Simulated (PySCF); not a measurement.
Species: C2H3Cl3O.
Atom-mapped SMILES: `[OH:1][CH2:2][C:3]([Cl:4])([Cl:5])[Cl:6]` (hydrogens: H7 on O1; H8, H9 on C2)

Cartesian coordinates in Å at the PBE0-D3(BJ)/def2-SVP level; atoms count from 1:
```
atom  x, y, z in Å
O1    -1.3505   -0.9091   -0.2849
C2    -0.7087    0.2499    0.0988
C3     0.8121    0.0914    0.1947
Cl4    1.4317   -0.3738   -1.4218
Cl5    1.5219    1.6426    0.6742
Cl6    1.2443   -1.1646    1.3614
H7    -0.9971   -1.1737   -1.1443
H8    -1.0672    0.5298    1.1012
H9    -0.8866    1.1076   -0.5792
```

The calculation used core-valence-separated Tamm–Dancoff BHandHLYP/aug-pcX-1 (pcseg-1 on H, def2-SVPD on Cl) in PySCF, non-relativistic, gas phase, PBE0-D3(BJ)/def2-SVP geometry.

Computed oxygen K-edge spectrum, Gaussian lines of 0.5 eV full width, highest printed point 100; it ends one width below the last computed root. BHandHLYP without relativity tends to put these K edges a few eV too low, so spacings mean more than positions.

```csv
photon energy (eV),absorption
532.2,1
532.3,2
532.4,7
532.5,17
532.6,34
532.7,54
532.8,69
532.9,70
533.0,57
533.1,37
533.2,20
533.3,8
533.4,4
533.5,4
533.6,8
533.7,18
533.8,34
533.9,55
534.0,78
534.1,96
534.2,100
534.3,87
534.4,63
534.5,39
534.6,24
534.7,19
534.8,21
534.9,25
535.0,25
535.1,23
535.2,20
535.3,21
535.4,26
535.5,31
535.6,32
535.7,28
```

Task: Where are the maxima, and which lines make them up?

Result: 4 maxima:
- 532.9 eV: O1 (alcohol oxygen), 532.86 eV, f = 0.019, 100 % of the height at the exact maximum
- 534.2 eV: O1 (alcohol oxygen), 534.22 eV, f = 0.023, 84 % of the height at the exact maximum; O1 (alcohol oxygen), 533.96 eV, f = 0.007, 16 % of the height at the exact maximum
- 535.0 eV: O1 (alcohol oxygen), 534.95 eV, f = 0.007, sum of 2, 96 % of the height at the exact maximum
- 535.6 eV: O1 (alcohol oxygen), 535.63 eV, f = 0.005, 55 % of the height at the exact maximum; O1 (alcohol oxygen), 535.49 eV, f = 0.004, 43 % of the height at the exact maximum

Roots within 0.03 eV on the same or equivalent atoms count as one line; shares under 12 % aren't listed.

Vibrational structure and lifetime widths aren't in the curve. The ionisation threshold wasn't computed; near and above it a finite basis only mimics Rydberg series and continuum.

One conformer stands for the species.
